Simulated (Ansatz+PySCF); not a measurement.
# singlet NH4(+): levels of theory in one basis

```xyz
5

N     0.0000    0.0000    0.0000
H     0.5469    0.5469    0.5469
H     0.5469   -0.5469   -0.5469
H    -0.5469    0.5469   -0.5469
H    -0.5469   -0.5469    0.5469
```

Basis set: def2-SVP (spherical functions). Left uncorrelated: 1 orbital. Charge 1, multiplicity 1.

Computed with Ansatz (development build ahead of 0.2.0); each method stands on the lowest determinant of its kind that the runs found. NEVPT2 correlates all electrons. Active spaces start from the frontier orbitals, and the lowest solution found is given.

```csv
method,E − E(RHF) (eV),<S²> of the determinant
RHF,0.00,0.00
RHF-MP2,-4.92,–
RHF-CCSD(T),-5.49,–
"CASSCF(8,8)",-2.54,–
"SC-NEVPT2(8,8)",-4.94,–
```

(1) What does RHF-CCSD give on the same scale?

(2) Is a single determinant a sound starting point here?

## Answers

(1) -5.40 eV.

(2) By this sign, yes. Unrestricted orbitals gain 0.00 eV and <S²> is 0.00 against 0.00 for a pure state. The CASSCF(8,8) natural occupations are 1.99, 1.98, 1.98, 1.98, 0.02, 0.02, 0.02, 0.01.
